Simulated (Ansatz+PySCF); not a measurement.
singlet BH₄(-): levels of theory in one basis

```yaml
atoms:
  - { symbol: B, position_ang: [-0.0246, -0.0428, 0.0080] }
  - { symbol: H, position_ang: [0.7247, 0.7725, 0.7167] }
  - { symbol: H, position_ang: [0.7156, -0.7049, -0.6769] }
  - { symbol: H, position_ang: [-0.6858, 0.6923, -0.7363] }
  - { symbol: H, position_ang: [-0.7649, -0.7066, 0.7013] }
```

Basis set: def2-SVP (spherical functions). Frozen core: 1 orbital. Charge -1, multiplicity 1.

Computed with Ansatz (development build ahead of 0.2.0); each method stands on the lowest determinant of its kind that the runs found. NEVPT2 correlates all electrons. Active spaces start from the frontier orbitals, and the lowest solution found is given.

```csv
method,E − E(RHF) (eV),<S²> of the determinant
RHF,0.00,0.00
RHF-MP2,-3.62,–
RHF-CCSD,-4.36,–
"CASSCF(8,8)",-1.60,–
"SC-NEVPT2(8,8)",-3.67,–
```

**Question.** What does RHF-CCSD(T) give on the same scale?

**Answer.** -4.44 eV.

**Question.** Is a single determinant a sound starting point here?

**Answer.** By this sign, yes. Unrestricted orbitals gain 0.00 eV and <S²> is 0.00 against 0.00 for a pure state. The CASSCF(8,8) natural occupations are 1.98, 1.98, 1.98, 1.98, 0.02, 0.02, 0.02, 0.02.

Caution: no diffuse functions for an anion.
